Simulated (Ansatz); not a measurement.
Results of r²SCAN (Ansatz, a first-principles code, plane waves, PAW) for fcc Cu.

Numerical settings: plane-wave cutoff 600 eV, 20×20×20 k mesh, Fermi–Dirac smearing 0.1 eV, finite displacements, no spin polarisation, scalar-relativistic PAW data made under PBE.

Computed at the level's own relaxed cell.

```cif
data_Cu4
_chemical_formula_sum 'Cu4'
_space_group_name_H-M_alt 'Fm-3m'
_space_group_IT_number 225
_space_group_name_Hall '-F 4 2 3'
_cell_length_a 3.57674
_cell_length_b 3.57674
_cell_length_c 3.57674
_cell_angle_alpha 90.000
_cell_angle_beta 90.000
_cell_angle_gamma 90.000
loop_
_atom_site_label
_atom_site_type_symbol
_atom_site_symmetry_multiplicity
_atom_site_Wyckoff_symbol
_atom_site_fract_x
_atom_site_fract_y
_atom_site_fract_z
_atom_site_occupancy
Cu1 Cu 4 a 0.00000 0.00000 0.00000 1
```
(The calculation used a cell of 1 atom; values per cell refer to that cell.)

Harmonic phonon frequencies (cm⁻¹; i marks an imaginary mode):

```
q point  frequencies
-------  -----------
X        179 179 254
L                  …
```

Q: What belongs in the gaps?

A: 
- L, frequencies: 119 119 258

No imaginary mode appears at these points.
